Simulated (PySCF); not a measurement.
Molecule: SMILES c1ccpcc1, C$_{5}$H$_{5}$P.

Geometry (Å), atoms numbered from 1 in this order:
```xyz
11

C    -0.166    1.158   -0.039
C    -1.369    0.453    0.005
C    -1.437   -0.936    0.069
P    -0.070   -2.009    0.106
C     1.229   -0.856    0.043
C     1.078    0.526   -0.020
H    -0.199    2.250   -0.090
H    -2.304    1.023   -0.013
H    -2.428   -1.402    0.100
H     2.246   -1.262    0.053
H     1.976    1.151   -0.057
```

Geometry PBE0-D3(BJ)/def2-SVP throughout; GIAO in PySCF 2.14, gas phase, one conformer, non-relativistic; equivalent atoms averaged; basis pcSseg-2.

For orientation, KT3 gives these shifts δ (against TMS, H3PO4 at the same level): C3/C5 155.8, C2/C6 130.6, C1 126.7, P4 186.3, H9/H10 8.83, H8/H11 7.83, H7 7.43 ppm.

A run gave: C3/C5 157.1, C2/C6 131.6, C1 127.5, P4 183.6, H9/H10 8.82, H8/H11 7.83, H7 7.42 ppm (shifts δ (against TMS, H3PO4 at the same level)).

Question: Which functional was used in that run?
A. PBE0
B. B97-D
C. mPW1PW91
D. KT2

Answer: D. P4 tells them apart best: KT2 gives 183.6, B97-D gives 214.7, PBE0 gives 221.8, mPW1PW91 gives 224.2 ppm.
